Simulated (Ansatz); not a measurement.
# SiNH₅ (built from SMILES N[SiH3]): search for a transition state

Aim: find the saddle point of a 1,1-elimination that is to form N2–H3 and break Si1–N2, Si1–H3, prove it by its vibrations, and relax downhill on both sides to see what it joins.

Program: Ansatz 0.2.0, Gaussian basis. Level of theory: PBE0-D4, def2-SVP first, then def2-TZVP. These are calculated values, not measurements.

## 1. Starting geometry

The guess: 7 atoms, charge 0, spin multiplicity 1.

Atoms are counted from 1 here; the program's logs count them from 0.

Bond lengths: Si1–N2 2.004 Å, Si1–H3 1.700 Å, Si1–H4 1.468 Å, Si1–H5 1.468 Å, N2–H3 1.218 Å, N2–H6 1.011 Å, N2–H7 1.011 Å. Angles: N2–Si1–H3 37.3°, N2–Si1–H4 99.1°, N2–Si1–H5 99.2°, H3–Si1–H4 119.2°, H3–Si1–H5 119.4°, H4–Si1–H5 103.3°, Si1–N2–H3 57.7°, Si1–N2–H6 121.1°, Si1–N2–H7 121.0°, H3–N2–H6 118.8°, H3–N2–H7 118.7°, H6–N2–H7 110.5°, Si1–H3–N2 85.1°.

Geometry (Å):

```csv
atom,x (Å),y (Å),z (Å)
Si1,-0.76420,-0.12340,0.84700
N2,0.43250,-0.14880,-0.76020
H3,-0.47110,-0.95130,-0.60800
H4,-1.18860,1.28120,0.79980
H5,0.25780,-0.13240,1.90070
H6,0.34640,0.54960,-1.48580
H7,1.38710,-0.47500,-0.69350
```

Distances that are to change: N2–H3 1.22 Å, Si1–N2 2.00 Å, Si1–H3 1.70 Å.

## 2. Relaxing the guess with the reacting distances held

hold/in.yaml reads:

```yaml
crystal:
  periodic: [false, false, false]
  atoms:
    - {symbol: Si, position_ang: [-0.764200, -0.123400, 0.847000]}
    - {symbol: N, position_ang: [0.432500, -0.148800, -0.760200]}
    - {symbol: H, position_ang: [-0.471100, -0.951300, -0.608000]}
    - {symbol: H, position_ang: [-1.188600, 1.281200, 0.799800]}
    - {symbol: H, position_ang: [0.257800, -0.132400, 1.900700]}
    - {symbol: H, position_ang: [0.346400, 0.549600, -1.485800]}
    - {symbol: H, position_ang: [1.387100, -0.475000, -0.693500]}
basis:
  gaussian: {orbitals: def2-SVP}
hamiltonian: {xc: pbe0, dispersion: d4}
relax: {f_tol: 0.04, max_steps: 150, escape_saddle: false, constraints: [{distance: [1, 2]}, {distance: [0, 1]}, {distance: [0, 2]}]}
```

The run is started by

```bash
$ ansatz run in.yaml --threads 2 --pin off --events-out ev --progress --plain --max-ram 4352MiB
```

After this run come: Force constants to start from; Saddle search in the small basis; Saddle search in triple zeta; Vibrations at the point found; Relaxing after a step of 0.30 Å one way along the mode; Relaxing after a step of 0.30 Å the other way along the mode.

Q: Predict the outcome of this session. Wanted: imaginary mode; barrier from the start side; barrier from the end side; energy of the step; pairs that change; zero-point energy at the saddle.

**Answer**, as computed:

| quantity | value |
| --- | --- |
| imaginary mode | 1590i cm⁻¹ |
| barrier from the start side | 296.3 kJ/mol |
| barrier from the end side | 150.0 kJ/mol |
| energy of the step | +146.3 kJ/mol |
| pairs that change | N2–H3 formed, Si1–N2 loosened, Si1–H3 broken |
| zero-point energy at the saddle | 1.287 eV |

What this shows: The point has a single imaginary mode (1590i cm⁻¹), as a transition state must. The two relaxations end on the structures that were planned. A bond meant to break is only loosened at the end: the products stay bound as an adduct. At PBE0-D4/def2-TZVP the electronic barrier is 296.3 kJ/mol, about 120 kT at 298 K, and the step runs 146.3 kJ/mol uphill. With so stiff a mode tunnelling counts: Wigner's rough correction is a factor of 3.5 at 298 K. The ends are the nearest minima, not always the lowest complexes.
